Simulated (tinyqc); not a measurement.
Inside a calculation. Method: UKS/BLYP in the sto-3g basis, for LiH, spin multiplicity 3. One step of it, computed by the program tinyqc.

Problem. Iteration 2: DIIS coefficients. Solve [B -1; -1 0][c; lambda] = [0; -1] for the coefficients, which sum to one.

B (overlaps of the stored error matrices):
$$\begin{pmatrix}
3.4170059e-02 & 5.7434825e-03 \\
5.7434825e-03 & 1.5563956e-03
\end{pmatrix}$$

Give: DIIS coefficients.

Solution.

DIIS coefficients: [-0.1727, 1.1727]
